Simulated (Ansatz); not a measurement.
We consider fluorite CdF2, described by PBE in Ansatz (PAW).

Numerical settings: plane-wave cutoff 520 eV, 8×8×8 k mesh, perturbation theory, scalar-relativistic PAW data made under PBE.

Cell (measured lattice):

```cif
data_Cd4F8
_chemical_formula_sum 'Cd4 F8'
_space_group_name_H-M_alt 'Fm-3m'
_space_group_IT_number 225
_space_group_name_Hall '-F 4 2 3'
_cell_length_a 5.38800
_cell_length_b 5.38800
_cell_length_c 5.38800
_cell_angle_alpha 90.000
_cell_angle_beta 90.000
_cell_angle_gamma 90.000
loop_
_atom_site_label
_atom_site_type_symbol
_atom_site_symmetry_multiplicity
_atom_site_Wyckoff_symbol
_atom_site_fract_x
_atom_site_fract_y
_atom_site_fract_z
_atom_site_occupancy
Cd1 Cd 4 a 0.00000 0.00000 0.00000 1
F1 F 8 c 0.25000 0.25000 0.25000 1
```
(The calculation used a cell of 3 atoms; values per cell refer to that cell.)

Question: What does this level give for the high-frequency dielectric constant and static dielectric constant?

Answer: 
- high-frequency dielectric constant: 2.85
- static dielectric constant: 8.12

Measured, for comparison: high-frequency dielectric constant 2.4, static dielectric constant 8.1 (300 K, not corrected to a static lattice; as tabulated in Rakita et al. (2019), arXiv:1907.03971). Computed (rounded) less measured: high-frequency dielectric constant +19 %, static dielectric constant +0.2 %.

Note: the cell isn't this level's own, so it is under some stress, which shifts stiffness and frequencies.

The result took around 7 core-minutes (rough).

Ansatz is a quantum-chemistry and plane-wave program.
